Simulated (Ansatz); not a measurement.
```yaml
crystal:
  periodic: [false, false, false]
  atoms:
    - {symbol: O, position_ang: [0.000000, 0.000000, -0.009457]}
    - {symbol: P, position_ang: [-0.000000, -0.000000, 1.464547]}
basis:
  gaussian: {orbitals: def2-TZVPPP}
total_charge: 1
hamiltonian: {xc: {name: r2SCAN50}, dispersion: d4}
accuracy: high
output: {forces: true}
```

```sh
$ ansatz run in.yaml --threads 2 --pin off --events-out ev --progress --plain --max-ram 32768MiB --backend cpu
```

How does Ansatz answer? (An estimate is asked.)

Ansatz gave: The program refused the input.
```
Error: <dir> can't be read: No such file or directory (os error 2)
```
